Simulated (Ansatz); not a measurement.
AlS, doublet: reading a ladder of total energies

Geometry: a point of a stretch scan, not a stationary point.

```xyz
2

Al    0.0000    0.0000    0.0000
S     0.0000    0.0000    1.6010
```

Basis 6-31G; Ansatz 0.2.0. Correlated methods freeze the noble-gas cores, which leaves 9 electrons in 16 orbitals. Prefix R: restricted or restricted open-shell reference; prefix U: unrestricted.

Full CI is exact within this basis and frozen core; it isn't the basis-set limit. The frozen core follows each run's orbitals, which can shift R against U totals by a few meV.

Runs differ by some tens of microhartree through their thresholds and, for an open shell, their frozen cores, so steps under 0.1 kcal/mol mean nothing.

```json
{"level": "UHF", "total energy (hartree)": "-639.193297"}
{"level": "UMP2", "total energy (hartree)": "-639.264770"}
{"level": "UCCSD", "total energy (hartree)": "-639.275652"}
{"level": "UCCSD(T)", "total energy (hartree)": "-639.278821"}
{"level": "UCCSDT", "total energy (hartree)": "-639.279595"}
{"level": "UCCSDT(Q)", "total energy (hartree)": "-639.279532"}
{"level": "UCCSDTQ", "total energy (hartree)": "-639.279503"}
{"level": "full CI", "total energy (hartree)": "-639.279455"}
```

Q: What is the correlation energy at full CI, and what share of it do UMP2 and UCCSD(T) recover?

A: E(corr) = -639.279455 − (-639.193297) = -0.086158 hartree = -2.344 eV. UMP2: -0.071473 / -0.086158 = 82.96 %. UCCSD(T): -0.085524 / -0.086158 = 99.26 %.

Q: By how many kcal/mol does UCCSD(T) miss full CI (1 hartree = 627.509 kcal/mol), and which steps make up the rest?

A: -639.278821 − (-639.279455) = 0.000634 hartree = 0.40 kcal/mol. Steps: UCCSDT − UCCSD(T) = -0.49, UCCSDT(Q) − UCCSDT = 0.04, UCCSDTQ − UCCSDT(Q) = 0.02, full CI − UCCSDTQ = 0.03 kcal/mol. That is within 1 kcal/mol of the reference in this basis, which itself misses far more of the correlation at the basis-set limit.
